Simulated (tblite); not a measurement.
C5H9F.
Atom-mapped SMILES: `[CH3:1][C:2]([CH3:3])=[C:4]([CH3:5])[F:6]` (hydrogens: H7, H8, H9 on C1; H10, H11, H12 on C3; H13, H14, H15 on C5)

Computed with GFN2-xTB (tblite), gas phase: Langevin dynamics at 300 K from the optimised GFN2-xTB geometry, time step 0.5 fs, friction 0.01 fs⁻¹, 2000 steps.

Start geometry:
```
atom  x, y, z in Å
C1     -1.821   -0.637   -0.176
C2     -0.458   -0.029   -0.028
C3     -0.436    1.467    0.068
C4      0.646   -0.766    0.002
C5      2.074   -0.345    0.119
F6      0.531   -2.126   -0.079
H7     -2.335   -0.193   -1.028
H8     -1.762   -1.712   -0.322
H9     -2.417   -0.440    0.715
H10    -1.222    1.801    0.743
H11     0.513    1.844    0.434
H12    -0.633    1.906   -0.910
H13     2.690   -1.046   -0.441
H14     2.226    0.653   -0.278
H15     2.400   -0.368    1.160
```

The statistics below take the 31 frames saved every 25 fs from 250 to 1000 fs; their kinetic temperature (all 3N coordinates) averages 307 K.

Task: Give the mean, spread and extremes of the bond lengths.

Result: 
```json
{"bond": "C1–C2", "start (Å)": "1.500", "mean (Å)": "1.504", "standard deviation (Å)": "0.028", "shortest (Å)": "1.445", "longest (Å)": "1.549"}
{"bond": "C2–C3", "start (Å)": "1.500", "mean (Å)": "1.514", "standard deviation (Å)": "0.029", "shortest (Å)": "1.451", "longest (Å)": "1.561"}
{"bond": "C2=C4", "start (Å)": "1.327", "mean (Å)": "1.329", "standard deviation (Å)": "0.019", "shortest (Å)": "1.291", "longest (Å)": "1.369"}
{"bond": "C4–C5", "start (Å)": "1.493", "mean (Å)": "1.503", "standard deviation (Å)": "0.029", "shortest (Å)": "1.421", "longest (Å)": "1.573"}
{"bond": "C4–F6", "start (Å)": "1.368", "mean (Å)": "1.373", "standard deviation (Å)": "0.039", "shortest (Å)": "1.308", "longest (Å)": "1.522"}
{"bond": "C1–H7", "start (Å)": "1.089", "mean (Å)": "1.092", "standard deviation (Å)": "0.035", "shortest (Å)": "1.020", "longest (Å)": "1.147"}
{"bond": "C1–H8", "start (Å)": "1.086", "mean (Å)": "1.096", "standard deviation (Å)": "0.050", "shortest (Å)": "1.013", "longest (Å)": "1.205"}
{"bond": "C1–H9", "start (Å)": "1.090", "mean (Å)": "1.094", "standard deviation (Å)": "0.030", "shortest (Å)": "1.037", "longest (Å)": "1.150"}
{"bond": "C3–H10", "start (Å)": "1.088", "mean (Å)": "1.093", "standard deviation (Å)": "0.029", "shortest (Å)": "1.040", "longest (Å)": "1.145"}
{"bond": "C3–H11", "start (Å)": "1.085", "mean (Å)": "1.093", "standard deviation (Å)": "0.023", "shortest (Å)": "1.059", "longest (Å)": "1.148"}
{"bond": "C3–H12", "start (Å)": "1.090", "mean (Å)": "1.092", "standard deviation (Å)": "0.032", "shortest (Å)": "1.027", "longest (Å)": "1.177"}
{"bond": "C5–H13", "start (Å)": "1.088", "mean (Å)": "1.094", "standard deviation (Å)": "0.033", "shortest (Å)": "1.026", "longest (Å)": "1.156"}
{"bond": "C5–H14", "start (Å)": "1.085", "mean (Å)": "1.090", "standard deviation (Å)": "0.027", "shortest (Å)": "1.038", "longest (Å)": "1.143"}
{"bond": "C5–H15", "start (Å)": "1.091", "mean (Å)": "1.092", "standard deviation (Å)": "0.024", "shortest (Å)": "1.045", "longest (Å)": "1.139"}
```

Task: How widely does the potential energy scatter, against a harmonic estimate?

Result: Mean 0.50 eV above the start, standard deviation 0.112 eV, range 0.31 to 0.83 eV. For 39 classical harmonic modes at 300 K the canonical values are 39kT/2 = 0.50 eV and kT·√(39/2) = 0.114 eV.

The run is classical and short, so these are rough statistics of one trajectory.

What follows is the cost of the whole dynamics run. Time: 10 s wall; peak memory 0.18 GiB. Hardware: an Intel Xeon Platinum 8375C at 2.90 GHz with one thread, no GPU, shared host with 128 logical CPUs at a one-minute load of 50.
